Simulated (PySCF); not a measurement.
# PBE/STO-3G run of MgO (magnesium oxide)

Aim: the vertical ionisation energy of MgO (magnesium oxide) at PBE/STO-3G, from 2 runs. The job is set up through a Python script.

Program for the calculation: PySCF 2.14.0.

12 further runs of the same task are left out: 5 that didn't finish, 7 set aside as unsound or not needed.

## (1) Starting point

The species is MgO (2 atoms), meant as a singlet with charge 0. As SMILES, `[O]=[Mg]`. The shape is that of a PBE0-D4/def2-TZVP optimisation.

Bond lengths: O1–Mg2 1.733 Å.

## (2) A single-point energy at PBE/STO-3G

File job.py:

```python
from pyscf import gto, dft

mol = gto.Mole()
mol.atom = 'O -0.000000 -0.000000 -0.045320; Mg 0.000000 0.000000 1.687290'
mol.verbose = 3
mol.basis = 'sto-3g'
mol.charge = 0
mol.max_memory = 1860
mol.build()

calc0 = dft.RKS(mol)
calc0.xc = 'pbe'
calc0.grids.level = 5
calc0.conv_tol = 1e-10
calc0.kernel()
if not calc0.converged:
    calc0 = calc0.newton().run(calc0.mo_coeff, calc0.mo_occ)

e_tot = calc0.e_tot
print(f'total energy: {e_tot:.8f} hartree')
```

The run is started by

```sh
$ OMP_NUM_THREADS=1 python job.py
```

Standard output:

```text
converged SCF energy = -271.380013861209
total energy: -271.38001386 hartree
```

Wall time 1.6 s (1 thread of Arm Neoverse V1, shared host); peak memory 0.16 GiB.

## (3) The doublet cation at the same level

File mol.xyz:

```xyz
2

O      0.000000     0.000000    -0.045320
Mg     0.000000     0.000000     1.687290
```

File job.py:

```python
from pyscf import gto, dft

mol = gto.M(
    atom='mol.xyz',
    charge=1,
    basis='sto-3g',
    max_memory=1860,
    spin=1,
    verbose=3,
)

mf = dft.UKS(mol)
mf.xc = 'pbe'
mf.grids.level = 5
mf.conv_tol = 1e-10
mf.kernel()
if not mf.converged:
    mf = mf.newton().run(mf.mo_coeff, mf.mo_occ)

e_tot = mf.e_tot
print(f'total energy: {e_tot:.8f} hartree')
```

The run is started by

```sh
$ OMP_NUM_THREADS=1 python job.py
```

Standard output:

```text
WARN: HOMO -0.378383119974136 >= LUMO -0.378383119974135

converged SCF energy = -271.282066850095  <S^2> = 0.76692002  2S+1 = 2.016849
total energy: -271.28206685 hartree
```

It took 2.3 s on 1 thread of Arm Neoverse V1, shared host; peak memory 0.17 GiB.

## (4) What came out

Level: PBE/STO-3G.

| quantity | value |
| --- | --- |
| singlet MgO: total energy | -271.38001 Eh |
| singlet MgO: dipole moment | 4.73 D |
| doublet cation: total energy | -271.28207 Eh |
| doublet cation: HOMO energy (highest over α and β) | -8.22 eV |
| doublet cation: LUMO energy (lowest over α and β) | -7.53 eV |
| doublet cation: ⟨S²⟩ | 0.767 |
| vertical ionisation energy (to the doublet cation), in doubt | 2.665 eV |

In words: The vertical ionisation energy comes to 2.67 eV (257 kJ/mol). This value lies far from the orbital energy or is too small for a neutral ground state: the hole may sit in another orbital, or the first species is not in its lowest state. In a minimal basis such a difference can be off by several eV, whatever the method.
